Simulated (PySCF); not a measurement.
Level of theory: PySCF 2.14.0 with PBE-D3(BJ)/def2-TZVP // r2SCAN-D4/def2-TZVP. All species are isolated molecules in the gas phase. 

Reference species (SMILES): `[Cl][Al][Cl]` (neutral, multiplicity 2).

| Quantity | Result |
|---|---|
| dipole moment | 1.33 D |

Changed species: `[NH2]` (radical fragment; the reference has radical fragment).

### Question
Give the shifts of the dipole moment.

### Answer
the dipole moment goes up by 0.58 D, to 1.91 D.
